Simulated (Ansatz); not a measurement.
**N2H (doublet): wave-function methods side by side, cc-pVDZ**

One table from this session's results is given with a row withheld; the runs are named, their logs left out.

Method: cc-pVDZ, core rule «outside noble gas», up to 2 orbitals frozen; program: Ansatz 0.2.0, Gaussian basis.

The runs, in order: UHF; CCSD(T) on ROHF; CCSD(T) on UHF; BCCD(T) on ROHF; CISD; CCSDT(Q) on ROHF; CCSDT(Q) on UHF; CASSCF and MRCISD+Q, 11 electrons in 9 orbitals; CASSCF and NEVPT2, 11 electrons in 9 orbitals.

13 further runs of the same task are left out: 1 for a mislabelled method, 4 that didn't finish, 8 set aside as unsound or not needed.

## What is computed

The geometry is a PBE0/def2-TZVP stationary point (not a proven minimum).

3 atoms, charge 0, spin multiplicity 2.

Atoms are counted from 1 here; the program's logs count them from 0.

Bond lengths: N1–N2 1.165 Å, N1–H3 1.057 Å. Angles: N2–N1–H3 117.5°.

Coordinates:

```
N     0.00000   -0.12922    0.53063
N     0.00000    0.07842   -0.61538
H     0.00000    0.70599    1.17768
```

Set-up of the first run:

Contents of in.yaml:

```yaml
crystal:
  periodic: [false, false, false]
  atoms:
    - {symbol: N, position_ang: [0.000000, -0.129220, 0.530635]}
    - {symbol: N, position_ang: [0.000000, 0.078417, -0.615382]}
    - {symbol: H, position_ang: [0.000000, 0.705987, 1.177680]}
basis:
  gaussian: {orbitals: cc-pVDZ}
magnetization: {spin_polarized: true, initial_magnetization: 1}
hamiltonian: {xc: hf}
output: {orbitals: {seedname: orbitals}}
```

The run is started by

```
ansatz run in.yaml --threads 1 --pin off --events-out ev --progress --plain --max-ram 2393MiB
```

Among the steps run: UHF; CCSD(T) on ROHF; CCSD(T) on UHF; BCCD(T) on ROHF; CISD; CCSDT(Q) on ROHF; CCSDT(Q) on UHF; CASSCF and MRCISD+Q, 11 electrons in 9 orbitals; CASSCF and NEVPT2, 11 electrons in 9 orbitals.

One table of the session follows, with a row left open; its other results are not shown here.

| method | from UCCSDT(Q) (kcal/mol) |
| --- | --- |
| ROHF | +209.65 |
| UHF | +204.44 |
| RMP2 | +18.09 |
| UMP2 | +23.70 |
| CISD | +22.93 |
| RCCSD | +8.19 |
| UCCSD | +8.04 |
| RCCSD(T) | +1.09 |
| UCCSD(T) | +1.27 |
| BCCD(T) | +1.11 |
| RCCSDT | +0.79 |
| UCCSDT | +0.77 |
| RCCSDT(Q) | ? |
| UCCSDT(Q) | 0 |
| CASSCF valence | +128.24 |
| NEVPT2 valence | +22.41 |
| MRCISD valence | +7.24 |
| MRCISD+Q valence | +0.47 |

Estimate the missing values for RCCSDT(Q).

The run gave: from UCCSDT(Q) (kcal/mol): +0.03. In the column «from UCCSDT(Q) (kcal/mol)» it lies between UCCSDT(Q) (0) and MRCISD+Q valence (+0.47).

With the free atoms at the same levels and basis (separate runs), the atomisation energy is 8.349 eV at UCCSDT(Q), 8.314 eV at RCCSD(T), 8.303 eV at UCCSD(T), 4.169 eV at ROHF.

Limits of these values: Restricted and unrestricted rows rest on different reference determinants; where their highest levels disagree by more than a few hundredths of an eV, they describe different states and don't form one ladder.
